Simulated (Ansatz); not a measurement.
# BH₃O (singlet): wave-function methods side by side at a displaced geometry (v1), cc-pVDZ

How much of the correlation energy of BH₃O (singlet) does each wave-function method recover here?

Computed with Ansatz 0.2.0, Gaussian basis. Level: cc-pVDZ, core rule «outside noble gas», up to 2 orbitals frozen.

Plan: UHF; CCSD(T) on RHF; BCCD(T) on RHF; CISD; CCSDT(Q) on RHF.

21 further runs of the same task are left out: 1 for a known fault of the program, 6 that didn't finish, 14 set aside as unsound or not needed.

**1. The system**

The geometry is a PBE0/def2-TZVP stationary point (not a proven minimum) with its atoms shifted at random (size 0.040 Å).

5 atoms, charge 0, spin multiplicity 1.

Atoms are counted from 1 here; the program's logs count them from 0.

Bond lengths: B1–O2 1.361 Å, B1–H3 1.222 Å, B1–H4 1.201 Å, O2–H5 1.010 Å. Angles: O2–B1–H3 118.1°, O2–B1–H4 114.7°, H3–B1–H4 127.2°, B1–O2–H5 115.6°.

Geometry (Å):

```tsv
atom	x (Å)	y (Å)	z (Å)
B1	0.0040	0.0671	0.7517
O2	0.0032	-0.1080	-0.5978
H3	0.0512	1.2094	1.1841
H4	-0.0516	-0.9491	1.3893
H5	-0.0940	0.7342	-1.1466
```

**2. UHF**

in.yaml reads:

```yaml
crystal:
  periodic: [false, false, false]
  atoms:
    - {symbol: B, position_ang: [0.004046, 0.067090, 0.751706]}
    - {symbol: O, position_ang: [0.003213, -0.107990, -0.597823]}
    - {symbol: H, position_ang: [0.051177, 1.209395, 1.184094]}
    - {symbol: H, position_ang: [-0.051600, -0.949066, 1.389273]}
    - {symbol: H, position_ang: [-0.093984, 0.734238, -1.146581]}
basis:
  gaussian: {orbitals: cc-pVDZ}
magnetization: {spin_polarized: true, initial_magnetization: 0}
hamiltonian: {xc: hf}
output: {orbitals: {seedname: orbitals}}
```

The run is started by

```sh
ansatz run in.yaml --threads 1 --pin off --events-out ev --progress --plain --max-ram 2393MiB
```

After this run come: CCSD(T) on RHF; BCCD(T) on RHF; CISD; CCSDT(Q) on RHF.

Before running them: what should the planned runs give, taken together? Wanted: RCCSDT(Q) below the RHF energy; RMP2 from RCCSDT(Q); RCCSD from RCCSDT(Q); RCCSD(T) from RCCSDT(Q); T1 diagnostic.

As calculated:

```
                         quantity                      value
   RCCSDT(Q) below the RHF energy                 -8.4736 eV
              RMP2 from RCCSDT(Q)                 +802.8 meV
             RCCSD from RCCSDT(Q)                 +216.9 meV
          RCCSD(T) from RCCSDT(Q)                  +32.2 meV
levels within 1 kcal/mol (43 meV)  RCCSD(T), BCCD(T), RCCSDT
                    T1 diagnostic                      0.016
```

RCCSD(T) misses by +32.2 meV, 0.4 % of the correlation energy. These misses are within one basis, not against nature.
